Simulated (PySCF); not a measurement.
Molecule: SMILES C[C@@H]1CC=NC1, C5H9N.

Geometry:
```json
{"atom": "C1", "x (Å)": "1.559", "y (Å)": "-0.121", "z (Å)": "-0.762"}
{"atom": "C2", "x (Å)": "0.500", "y (Å)": "0.130", "z (Å)": "0.304"}
{"atom": "C3", "x (Å)": "-0.578", "y (Å)": "-0.967", "z (Å)": "0.306"}
{"atom": "C4", "x (Å)": "-1.677", "y (Å)": "-0.305", "z (Å)": "-0.481"}
{"atom": "N5", "x (Å)": "-1.563", "y (Å)": "0.947", "z (Å)": "-0.658"}
{"atom": "C6", "x (Å)": "-0.336", "y (Å)": "1.391", "z (Å)": "-0.011"}
{"atom": "H7", "x (Å)": "1.096", "y (Å)": "-0.201", "z (Å)": "-1.760"}
{"atom": "H8", "x (Å)": "2.111", "y (Å)": "-1.055", "z (Å)": "-0.571"}
{"atom": "H9", "x (Å)": "2.291", "y (Å)": "0.701", "z (Å)": "-0.799"}
{"atom": "H10", "x (Å)": "0.988", "y (Å)": "0.213", "z (Å)": "1.287"}
{"atom": "H11", "x (Å)": "-0.242", "y (Å)": "-1.919", "z (Å)": "-0.139"}
{"atom": "H12", "x (Å)": "-0.943", "y (Å)": "-1.206", "z (Å)": "1.321"}
{"atom": "H13", "x (Å)": "-2.552", "y (Å)": "-0.848", "z (Å)": "-0.865"}
{"atom": "H14", "x (Å)": "0.198", "y (Å)": "2.106", "z (Å)": "-0.658"}
{"atom": "H15", "x (Å)": "-0.614", "y (Å)": "1.949", "z (Å)": "0.902"}
```

Geometry PBE0-D3(BJ)/def2-SVP throughout; GIAO in PySCF 2.14.0 with density-fitted response routines, gas phase, one conformer, non-relativistic; equivalent atoms averaged; basis pcSseg-1.

Task: How do the shifts δ (against TMS, NH3 at the same level) depend on the functional? (a selection of nuclei; ppm; last column core-seconds on shared hosts with different chips, so compare them loosely; the GGAs took longer than the global hybrids here, which isn't the general rule, and the cause wasn't traced)

Result: 
```csv
functional,kind,C4,C6,C3,C2,N5,H15,H12,H10,H11,core-s
HF,Hartree–Fock,173.1,62.9,40.5,26.0,389.1,3.52,2.22,1.71,1.70,6.2
LDA,LDA,173.9,76.6,50.9,32.4,403.1,4.05,2.70,2.12,2.11,18
PBE,GGA,167.7,73.9,48.9,32.9,385.0,3.95,2.63,2.06,2.05,22
BLYP,GGA,168.2,74.8,49.3,34.0,390.0,3.91,2.59,2.03,2.00,22
BP86,GGA,167.7,74.0,48.9,32.9,382.2,3.94,2.62,2.05,2.05,21
OPBE,GGA,161.8,70.1,46.8,31.8,364.3,3.93,2.64,2.07,2.10,21
KT2,GGA,157.6,71.5,46.9,31.9,359.2,3.89,2.58,2.07,2.01,21
KT3,GGA,156.5,70.0,46.2,32.5,355.4,3.84,2.56,2.05,2.01,20
B97-D,GGA,163.6,72.1,47.6,33.0,370.3,3.90,2.60,2.03,2.03,21
B3LYP,global hybrid,170.8,72.6,47.7,32.3,393.0,3.82,2.50,1.96,1.94,14
PBE0,global hybrid,170.5,71.1,46.9,30.9,387.8,3.83,2.51,1.97,1.96,14
mPW1PW91,global hybrid,170.7,71.1,46.9,30.9,387.5,3.81,2.50,1.95,1.96,14
WP04,global hybrid,171.9,72.1,47.9,35.1,379.0,3.65,2.42,1.92,1.93,13
B97-2,global hybrid,167.3,70.2,46.3,31.2,377.1,3.81,2.51,1.96,1.96,12
BHandHLYP,global hybrid,173.0,69.2,45.2,29.9,395.1,3.70,2.39,1.87,1.84,12
CAM-B3LYP,range-separated hybrid,173.7,71.3,46.7,31.0,396.4,3.75,2.44,1.92,1.90,16
wB97X-D,range-separated hybrid,171.9,70.5,46.5,30.7,386.0,3.75,2.45,1.92,1.92,16
LC-wPBE,range-separated hybrid,175.8,68.7,45.2,29.1,386.2,3.67,2.39,1.88,1.90,22
```

Task: Which nucleus among those listed moves most, in ppm?

Result: N5 (imine nitrogen): from 355.4 ppm with KT3 to 403.1 ppm with LDA. The smallest spread is 0.41 ppm, at H11. Proton shifts span only some 12 ppm, so a few tenths of a ppm matter as much there as several ppm in carbon.
